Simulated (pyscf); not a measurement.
Structures and frequencies: ωB97X-D3(BJ)/def2-SVP in PySCF.

Question: For `[NH3]` + `[NH2][Si]([NH2])[NH2]` [doublet] → `[NH2][Si]([NH2])([NH2])[NH2]` + `[H]` [doublet], a substitution at N (doublet surface; H–N broken, N–Si formed), PBE/def2-TZVP gives ΔE‡ = 47.5 kJ/mol and ΔE = +16.6 kJ/mol (zero: the separated reactants). In which direction and how far do PBE0-D3(BJ)/def2-TZVP, M06-2X/def2-TZVP, ωB97M-D3(BJ)/def2-TZVP move these?

Answer: PBE0-D3(BJ): ΔE‡ = 55.2 kJ/mol, ΔE = -2.5 kJ/mol; M06-2X: ΔE‡ = 61.5 kJ/mol, ΔE = -14.5 kJ/mol; ωB97M-D3(BJ): ΔE‡ = 65.1 kJ/mol, ΔE = -15.0 kJ/mol. PBE's barrier lies under all of them, by 7.7 to 17.6 kJ/mol. Its reaction energy lies over all of them, by 19.1 to 31.6 kJ/mol. On the reactant side the descent ends in a complex (not fully relaxed), 21.2 kJ/mol under the separated species and 100.6 kJ/mol under the saddle at ωB97X-D3(BJ)/def2-TZVP. At ωB97X-D3(BJ) the barrier from the zero used here is 79.3 kJ/mol. One saddle was located; it need not be the lowest between these sides. The angle at the attacked N is 124°.
